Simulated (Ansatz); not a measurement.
Ga₂O₃ (C2/m, No. 12)

Level of theory: PBE (Ansatz, a program for electronic structure, plane waves, PAW).

Run with plane-wave cutoff 500 eV, 10×10×6 k mesh (along the axes of the cell as run), gaussian smearing 0.02 eV, scalar-relativistic PAW data made under PBE.

Cell (relaxed at this level):

Ga₂O₃ has the monoclinic space group C2/m (No. 12), Pearson symbol mS20. Conventional cell: a = 12.455 Å, b = 3.083 Å, c = 5.877 Å, α = 90.00°, β = 103.70°, γ = 90.00°. Ga1 on 4i has 4 O at 1.858–1.895 Å (tetrahedral). Ga2 on 4i is surrounded by 6 O at 1.967–2.108 Å (octahedral). O1 on 4i has 1 Ga at 1.858 Å and 2 Ga at 1.967 Å. O2 on 4i has 1 Ga at 1.895 Å and 3 Ga at 2.042–2.108 Å. O3 on 4i has 2 Ga at 1.860 Å and 1 Ga at 1.971 Å (trigonal planar). (Neighbours: up to the widest gap in distance over summed covalent radii, below 1.35, at either atom; cation-cation and far metal-metal contacts left out.)
(The calculation used a cell of 10 atoms; values per cell refer to that cell.)

| Item | Value |
|---|---|
| band gap | 2.01 eV (on the SCF k mesh) |

Measured, for comparison: band gap 4.85 ± 0.1 eV (room temperature, not corrected to a static lattice, ARPES, indirect, as cited; as tabulated in Mengle et al. (2016), arXiv:1902.02681).

Note: the relaxation could not lower the start's symmetry, so the cell can be a saddle point above a distorted one.

Spin–orbit coupling is not included.

The computed numbers hold no vibrational or temperature effects.
